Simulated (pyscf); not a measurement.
**Routes from `[CH2]=[SiH][Cl]` + `[H][H]`**

Candidate steps break at most two bonds and form at most two. Each was searched with GFN2-xTB (tblite) first. Optimised with ωB97X-D3(BJ)/def2-SVP in PySCF. Energies: ωB97M-D3(BJ)/def2-TZVP, kJ/mol, from the separated reactants, singlet surface; ΔG‡ with ideal gas, 1 atm, RRHO with modes under 100 cm⁻¹ raised to 100, one conformer, R ln 2 for chiral ones without a mode under 150 cm⁻¹.

| products | type | ΔE‡ | ΔE | ΔG‡ 298 K | ΔG‡ 900 K | ν‡ (cm⁻¹) |
|---|---|---|---|---|---|---|
| H₃C–SiH₂–Cl | addition across a multiple bond or ene-type step | 118.9 | -260.8 | 157.2 | 232.1 | 1156i |
| H₂C=SiH₂ + HCl | four-centre exchange | 188.9 | +70.8 | 224.2 | 296.1 | 1126i |
| H₃C–SiH: [singlet] + HCl | concerted two-bond exchange | 214.3 | +70.7 | 248.2 | 323.1 | 1024i |

Row 2: On the product side the descent ends in a complex, 19.7 kJ/mol under the separated species and 133.5 kJ/mol under the saddle at ωB97X-D3(BJ)/def2-TZVP. Row 3: On the product side the descent ends in a complex (not fully relaxed), 30.5 kJ/mol under the separated species and 165.7 kJ/mol under the saddle at ωB97X-D3(BJ)/def2-TZVP. 

Plain bond fissions and candidates not yet searched are not listed, and one of them may be faster. Each barrier is that of the saddle found; lower ones may exist.
